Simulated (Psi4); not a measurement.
**PH3 (SMILES P): HF/STO-3G**

Aim: the energy change on altering one bond length of PH3 at HF/STO-3G, from 2 runs. 

Program for the calculation: Psi4 1.11.

**1. The structure to begin with**

PH3: 4 atoms, total charge 0, spin state singlet. SMILES: `P`. Geometry: relaxed at PBE0-D4/def2-TZVP.

Bond lengths: P1–H2 1.420 Å, P1–H3 1.420 Å, P1–H4 1.420 Å. Angles: H2–P1–H3 93.1°, H2–P1–H4 93.1°, H3–P1–H4 93.1°.

**2. Energy and gradient at HF/STO-3G**

run.py reads:

```python
import psi4

psi4.set_memory('1600 MB')
psi4.set_num_threads(1)
psi4.core.set_output_file('output.dat', False)

molecule = psi4.geometry("""
0 1
P      0.346000    -0.326500    -0.332800
H      0.630900    -0.034000     1.027000
H     -1.005500    -0.663000    -0.057200
H      0.028700     1.023500    -0.636900
units angstrom
symmetry c1
""")

options = {'basis': 'STO-3G', 'puream': True, 'e_convergence': 1e-09, 'd_convergence': 1e-08, 'scf_type': 'pk'}
psi4.set_options(options)

E, wfn = psi4.gradient('scf', return_wfn=True)
psi4.oeprop(wfn, 'MAYER_INDICES', 'MULLIKEN_CHARGES', 'QUADRUPOLE', title='SCF')
print('gradient / Eh bohr^-1')
print(E.np.round(6))
print(f'energy = {wfn.energy():.10f} Eh')
```

The run is started by

```bash
python run.py
```

output.dat:

```text
[...]
  Running in c1 symmetry.
[...]
  Nuclear repulsion =   17.542621841641523
[...]
  Multiplicity = 1
[...]
  Nalpha       = 9
  Nbeta        = 9
[...]
    Number of basis functions: 12
[...]
   @RHF iter   1:  -338.62711967230518   -1.08512e+00   6.50099e-03 DIIS/ADIIS
[...]
   @RHF iter   7:  -338.63364017592670   -5.68434e-14   1.25220e-09 DIIS
[...]
    Orbital Energies [Eh]
    ---------------------
    Doubly Occupied:
       1A    -78.936468     2A     -7.248966     3A     -5.072455
       4A     -5.072455     5A     -5.070086     6A     -0.799605
       7A     -0.448554     8A     -0.448510     9A     -0.299721
[...]
  @RHF Final Energy:  -338.63364017592670
   => Energetics <=
    Nuclear Repulsion Energy =             17.5426218416415232
    One-Electron Energy =                -505.5588869359740443
    Two-Electron Energy =                 149.3826249184058668
    Total Energy =                       -338.6336401759266437
[...]
  -Total Gradient:
     Atom            X                  Y                   Z
    ------   -----------------  -----------------  -----------------
       1        0.024041343099    -0.022670329953    -0.023164985648
       2        0.004228221178     0.005215332412     0.022771496540
       3       -0.022634365268    -0.005123112091     0.004967682567
       4       -0.005635199009     0.022578109632    -0.004574193459
[...]
 Multipole Moments:
 ------------------------------------------------------------------------------------
     Multipole            Electronic (a.u.)      Nuclear  (a.u.)        Total (a.u.)
 ------------------------------------------------------------------------------------
 L = 1.  Multiply by 2.5417464519 to convert [e a0] to [Debye]
 Dipole X            :          1.0955458           -1.2197313           -0.1241855
 Dipole Y            :         -1.0338363            1.1510724            0.1172361
 Dipole Z            :         -1.0540006            1.1733711            0.1193705
 Magnitude           :                                                    0.2083643
 L = 2.  Multiply by 1.3450342976 to convert [e a0^2] to [Debye ang]
 Quadrupole XX       :        -17.0526726            6.8748203          -10.1778523
 Quadrupole XY       :         -0.4449454            0.6725223            0.2275769
[...]
  Mulliken Charges: (a.u.)
   Center  Symbol    Alpha    Beta     Spin     Total
       1     P     7.32470  7.32470  0.00000  0.35061
       2     H     0.55844  0.55844  0.00000 -0.11687
       3     H     0.55843  0.55843  0.00000 -0.11687
       4     H     0.55843  0.55843  0.00000 -0.11687
   Total alpha =  9.00000, Total beta =  9.00000, Total charge = -0.00000
  Mayer Bond Indices:
[...]
```

On the terminal:

```text
gradient / Eh bohr^-1
[[ 0.024041 -0.02267  -0.023165]
 [ 0.004228  0.005215  0.022771]
 [-0.022634 -0.005123  0.004968]
 [-0.005635  0.022578 -0.004574]]
energy = -338.6336401759 Eh
```

It took 1.2 s on 1 thread of Intel Xeon 6975P-C (Granite Rapids), shared host; peak memory 0.18 GiB.

**3. The distorted shape: a single-point energy at HF/STO-3G**

input.in reads:

```
memory 1.6 GB

molecule molecule1 {
  P      0.504648    -1.001493    -0.180752
  H      0.789548    -0.708993     1.179048
  H     -0.846852    -1.337993     0.094848
  H      0.028700     1.023500    -0.636900
  symmetry c1
  no_reorient
  no_com
}

set {
  basis         STO-3G
  puream        true
  e_convergence 1e-09
  d_convergence 1e-08
  scf_type      pk
}

energy_value = energy('hf')
```

The run is started by

```bash
psi4 input.in input.out -n 1
```

input.out:

```text
[...]
  Running in c1 symmetry.
[...]
  Nuclear repulsion =   15.569137306333706
[...]
  Multiplicity = 1
[...]
  Nalpha       = 9
  Nbeta        = 9
[...]
    Number of basis functions: 12
[...]
   @RHF iter   1:  -338.48114216210030   -1.14339e+00   4.88680e-03 DIIS/ADIIS
[...]
   @RHF iter   9:  -338.48620156599662    1.13687e-13   1.89999e-09 DIIS
[...]
    Orbital Energies [Eh]
    ---------------------
    Doubly Occupied:
       1A    -78.947484     2A     -7.262029     3A     -5.084823
       4A     -5.084264     5A     -5.082631     6A     -0.772735
       7A     -0.457214     8A     -0.348881     9A     -0.263071
[...]
  @RHF Final Energy:  -338.48620156599662
   => Energetics <=
    Nuclear Repulsion Energy =             15.5691373063337064
    One-Electron Energy =                -501.5044137473720980
    Two-Electron Energy =                 147.4490748750418163
    Total Energy =                       -338.4862015659965664
[...]
 Multipole Moments:
 ------------------------------------------------------------------------------------
     Multipole            Electronic (a.u.)      Nuclear  (a.u.)        Total (a.u.)
 ------------------------------------------------------------------------------------
 L = 1.  Multiply by 2.5417464519 to convert [e a0] to [Debye]
 Dipole X            :        -14.3161867           14.2506439           -0.0655428
 Dipole Y            :         30.0776829          -30.3223205           -0.2446376
 Dipole Z            :          4.1606026           -3.9198287            0.2407739
 Magnitude           :                                                    0.3494502
[...]
```

Wall time 1.2 s (1 thread of Intel Xeon 6975P-C (Granite Rapids), shared host); peak memory 0.18 GiB.

**4. Outcome**

At HF/STO-3G:

| quantity | value |
| --- | --- |
| first shape: total energy | -338.63364 Eh |
| first shape: dipole moment | 0.53 D |
| first shape: HOMO energy | -8.16 eV |
| first shape: LUMO energy | 12.82 eV |
| first shape: HOMO–LUMO gap | 20.98 eV |
| first shape: largest force on an atom | 2.075 eV/Å |
| distorted shape: total energy | -338.48620 Eh |
| distorted shape: dipole moment | 0.89 D |
| distorted shape: HOMO energy | -7.16 eV |
| distorted shape: LUMO energy | 5.89 eV |
| distorted shape: HOMO–LUMO gap | 13.05 eV |
| energy change with the P1–H4 bond stretched from 1.420 to 2.130 Å | 4.012 eV |

What this shows: With the P1–H4 bond stretched from 1.420 to 2.130 Å the energy rises by 4.01 eV (387 kJ/mol). The first shape isn't relaxed at this level, so the change isn't measured from a minimum. The minimal basis adds a large error of its own. The largest force (first shape) is 2.08 eV/Å: the shape isn't a stationary point for this species at this level. Mulliken charges (first shape) run from -0.12 on H2 to +0.35 on P1; they depend strongly on the basis.
